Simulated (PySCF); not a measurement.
Compound: C5H11P.
SMILES with atom numbers: `[CH3:1][PH:2][CH:3]1[CH2:4][CH2:5][CH2:6]1` (hydrogens: H7, H8, H9 on C1; H10 on P2; H11 on C3; H12, H13 on C4; H14, H15 on C5; H16, H17 on C6)

Cartesian coordinates in Å at the GFN2-xTB level; atoms count from 1:
```xyz
17
C5H11P angstrom
C      2.520    0.482    0.323
P      1.394   -0.069   -1.039
C     -0.011   -0.706    0.001
C     -0.799    0.326    0.830
C     -1.979    0.184   -0.141
C     -1.281   -1.004   -0.817
H      2.978   -0.397    0.774
H      1.987    1.044    1.087
H      3.307    1.100   -0.104
H      0.819    1.191   -1.262
H      0.373   -1.558    0.571
H     -1.023   -0.021    1.838
H     -0.366    1.324    0.893
H     -2.093    1.042   -0.800
H     -2.940   -0.036    0.319
H     -1.732   -1.966   -0.584
H     -1.164   -0.924   -1.898
```

Method: TDDFT B3LYP/def2-SVPD, vertical, gas phase, core orbitals frozen in the response in PySCF 2.14.0, density-fitted response routines.

Transition dipole moments from the ground state, in atomic units and in the frame of the coordinates above (overall signs are arbitrary), for the states with f of 0.002 or more among the lowest 7:

```json
{"state": "S1", "E (eV)": "5.982", "μx": "0.426", "μy": "-0.172", "μz": "0.118"}
{"state": "S2", "E (eV)": "6.102", "μx": "0.473", "μy": "0.354", "μz": "0.153"}
{"state": "S3", "E (eV)": "6.564", "μx": "0.183", "μy": "0.216", "μz": "-0.179"}
{"state": "S4", "E (eV)": "6.780", "μx": "-0.266", "μy": "-0.284", "μz": "0.226"}
{"state": "S5", "E (eV)": "7.116", "μx": "-0.235", "μy": "0.098", "μz": "0.479"}
{"state": "S6", "E (eV)": "7.332", "μx": "0.063", "μy": "-0.013", "μz": "-0.457"}
{"state": "S7", "E (eV)": "7.514", "μx": "-0.094", "μy": "0.051", "μz": "0.302"}
```

What oscillator strength does each state have?

f = (2/3) ΔE |μ|² with ΔE in hartree (27.2114 eV).

| state | \|μ\|² (au) | \|μ\| (D) | f |
| --- | --- | --- | --- |
| S1 | 0.225 | 1.21 | 0.033 |
| S2 | 0.373 | 1.55 | 0.056 |
| S3 | 0.112 | 0.85 | 0.018 |
| S4 | 0.202 | 1.14 | 0.034 |
| S5 | 0.294 | 1.38 | 0.051 |
| S6 | 0.213 | 1.17 | 0.038 |
| S7 | 0.103 | 0.81 | 0.019 |

Which bond between heavy atoms lies closest to the direction of the S2 transition dipole?

C3–C6, at 28° from it; next C1–P2 at 34°.

What angle do the transition dipoles of S5 and S7 make?

|cos θ| = |μa·μb| / (|μa| |μb|) = 0.99, so θ ≈ 9° (taken between 0 and 90°, since the signs are arbitrary).

What peak molar absorption coefficient would the strongest computed level give as a lone Gaussian band 0.4 eV wide at half height?

ε(max) = 2.175×10⁸ f / FWHM, with the width in cm⁻¹. S2: 2.175×10⁸ × 0.0557 / 3226 ≈ 3800 L mol⁻¹ cm⁻¹.

Time: 14 s of wall time; peak memory 0.84 GiB. Hardware: one thread, AMD EPYC 9R45 (x86_64), shared host with 96 logical CPUs at a one-minute load of 16.

One conformer stands for the species.

Without π bonds the low states may be Rydberg-like; a valence basis with one diffuse set may place them up to an eV too high.
